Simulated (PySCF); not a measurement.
# C2H5NOS: core ionisation energies

Species: C2H5NOS.
Geometry (PBE0-D3(BJ)/def2-SVP, Å), atoms numbered from 1 in this order:
```
atom  x, y, z in Å
N1     1.4369    0.1911    0.1956
C2     0.3955   -0.6046    0.5195
O3     0.4286   -1.4640    1.3749
C4    -0.8754   -0.4104   -0.3043
S5    -1.0907    1.1577   -1.1939
H6     2.3027    0.0866    0.7066
H7     1.3276    0.9191   -0.4999
H8    -1.7280   -0.6173    0.3562
H9    -0.8868   -1.1918   -1.0809
H10   -1.3021    1.9274   -0.1041
```

The calculation used delta-SCF UKS SCAN, pcX-2 on the ionised atom, pcseg-1 elsewhere, spin-free X2C (PySCF 2.14.0). Vertical ΔSCF values, vacuum level as zero.

Q: What binding energy does each computed site have?

A: 
| atom(s) | environment | level | binding energy (eV) | above the level's lowest (eV) | count |
| --- | --- | --- | --- | --- | --- |
| N1 | amide nitrogen | N 1s | 406.10 | 0.00 | 1 |
| C2 | amide carbonyl carbon | C 1s | 294.05 | +2.17 | 1 |
| O3 | amide oxygen | O 1s | 537.13 | 0.00 | 1 |
| C4 | sp3 carbon bound to sulfur | C 1s | 291.88 | 0.00 | 1 |
| S5 | thiol sulfur | S 1s | 2477.85 | 0.00 | 1 |

Lowest listed C 1s: C4, bonded to S, C and 2 H. Highest, 2.17 eV above it: C2, bonded to O (double bond), N and C. Summing the Pauling electronegativity differences to the bonded atoms, each weighted by its formal bond order, gives -0.67 for the lowest site and +2.27 for the highest.

Q: Give the binding energy of C 1s of C2 in hartree and in kJ/mol.

A: 294.05 eV = 10.8061 Eh = 28372 kJ/mol.

Q: Which photon energy gives electrons from C 1s of C2 a kinetic energy of 200 eV, and what is their de Broglie wavelength?

A: hν = 294.05 + 200 = 494.05 eV, recoil neglected; λ = 12.264 Å/√(E/eV) = 0.87 Å.

Not every level is listed. Geometry: PBE0-D3(BJ)/def2-SVP, one conformer, isolated molecule.
